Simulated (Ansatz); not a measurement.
Mg₂H. The state is a doublet with charge 0. Geometry PBE0-D4/def2-TZVP; atoms count from 1.

```xyz
3

Mg    1.0029   -0.8357    2.2621
Mg   -0.1722    0.1433   -0.3767
H    -0.8306    0.6924   -1.8854
```

The structure comes from a short search, and lower isomers may exist.

**Question.** Estimate the Mulliken populations from the PBE0/def2-TZVP orbitals of Ansatz.

**Answer.** 
| atom | charge (e) | spin (α − β) |
| --- | --- | --- |
| Mg1 | 0.04 | 0.52 |
| Mg2 | 0.14 | 0.37 |
| H3 | -0.18 | 0.11 |
Mulliken values and Mayer orders depend strongly on the basis.

**Question.** Where does the spin sit?

**Answer.** Summed by element: Mg 0.89, H 0.11, of 1 unpaired in all. Largest on single atoms: Mg1 0.52, Mg2 0.37, H3 0.11.

**Question.** And the Mayer bond orders between bonded heavy atoms (over 0.3)?

**Answer.** Mg1–Mg2 0.70 (3.05 Å).
